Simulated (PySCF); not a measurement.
1,3,4-hexatriene, C6H8.
Structure used (PBE0-D3(BJ)/def2-SVP), in Å, numbered top down from 1:
```xyz
14
C6H8 angstrom
C     -3.005    0.751   -0.380
C     -1.851    0.099   -0.184
C     -0.790    0.566    0.700
C      0.346   -0.071    0.903
C      1.473   -0.707    1.101
C      2.731   -0.516    0.305
H     -3.773    0.362   -1.051
H     -3.216    1.697    0.129
H     -1.665   -0.847   -0.705
H     -0.960    1.514    1.229
H      1.507   -1.441    1.919
H      3.053   -1.467   -0.150
H      2.593    0.223   -0.496
H      3.555   -0.175    0.954
```

Linear response at wB97X-D/def2-SVPD (PySCF, frozen core in the response, non-relativistic).

Static isotropic polarisability: 85.34 au (12.65 Å³), principal values 54.8, 59.1, 142.1 au.

Problem. What is the polarisability at 1064 nm and at the sodium D line?

Solution. 86.76 au at 1064 nm (+1.7 %), 90.31 au at 589.3 nm (+5.8 %). The rise at 589.3 nm is 3.50 times that at 1064 nm; a pure ω² law gives 3.26. The lowest singlet lies at 230 nm, shorter than both wavelengths.

Problem. What is the isotropic C6 coefficient between two such molecules, C6 = (3/π)∫α(iω)² dω?

Solution. 2382 au (Eh·bohr⁶) by a ten-point quadrature over imaginary frequencies, which is 1420 eV·Å⁶ or 137 J·nm⁶/mol.

Problem. Which effective excitation energy ω̄ makes London's formula C6 = (3/4)α²ω̄ exact here?

Solution. ω̄ = 4·C6/(3α²) = 0.436 Eh = 11.9 eV. A one-pole form α(ω) = α/(1 − ω²/ω̄²) fitted to the 1064 nm value gives 9.1 eV.

Problem. How anisotropic is the static polarisability, by Δα² = ½[(α1 − α2)² + (α2 − α3)² + (α3 − α1)²]?

Solution. Δα = 85.2 au, or 1.00 of the isotropic value.

Problem. What molar refraction at the D line follows from R = (4π/3)·N_A·α′, with α′ the polarisability volume?

Solution. α′ = 13.38 Å³ gives R = 33.76 cm³/mol, for isolated, non-vibrating species.

Problem. The lowest 6 singlets have (eV, f): 5.38, 0.000; 5.76, 0.000; 5.86, 0.934; 6.87, 0.007; 7.31, 0.192; 7.37, 0.018. What share of the static polarisability do they carry in the sum over states α = Σ f/ω²?

Solution. 23.13 au, 27.1 % of α; the largest term, 20.11 au, is that of the state at 5.86 eV. Their oscillator strengths add up to 1.15. Higher states carry the rest.

Problem. What three-body coefficient follows from the one-pole estimate C9 = (3/4)·α·C6?

Solution. 152000 au. This is an estimate from the two numbers above, not a computed integral.

Problem. How many electrons N does the Slater–Kirkwood formula C6 = (3/4)·√N·α^(3/2) need to give this C6?

Solution. N = (4·C6/3)²/α³ = 16.2; the species has 44 electrons in all.

Problem. What n − 1 at the D line would an ideal gas of it have at 273.15 K and 1 atm (2.6868 × 10¹⁹ cm⁻³), by n − 1 = 2π·N·α′?

Solution. 22.59 × 10⁻⁴, a formal value whether or not that pressure can be reached.

One conformer stands for the species.

The pairwise dispersion term of wB97X-D wasn't added to the energies; at a given geometry it leaves orbitals and properties as they are.
